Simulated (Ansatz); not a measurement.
`S=C1OCO1`. Charge 0, multiplicity 1.

| atom | x (Å) | y (Å) | z (Å) |
| --- | --- | --- | --- |
| S1 | 0.092 | 2.429 | -0.976 |
| C2 | 0.036 | 0.952 | -0.382 |
| O3 | -0.658 | -0.156 | -0.756 |
| C4 | -0.031 | -0.827 | 0.332 |
| O5 | 0.666 | 0.367 | 0.671 |
| H6 | -0.739 | -1.137 | 1.103 |
| H7 | 0.635 | -1.628 | 0.008 |

Task: List the harmonic frequencies (cm⁻¹, unscaled) at PBE0-D4/def2-TZVP in Ansatz. (Best estimate.)

Result: The calculation gave: 231, 380, 626, 668, 959, 1034, 1095, 1098, 1106, 1142, 1385, 1427, 1541, 3085, 3161.

Task: Is this a minimum?

Result: Yes, all 15 modes are real.

Task: Give the ideal-gas thermochemistry at 298.15 K and 1 bar (rigid rotor, harmonic oscillator; point group C2v, symmetry number 2).

Result: Zero-point energy 113.3 kJ/mol; H(298) − E = 126.6 kJ/mol; entropy 283.0 J/(mol·K), of which translation 165.0, rotation 100.7, vibration 17.3; G(298) − E = 42.2 kJ/mol.

Task: Rotational constants (cm⁻¹)?

Result: 0.4936, 0.1014, 0.08554.
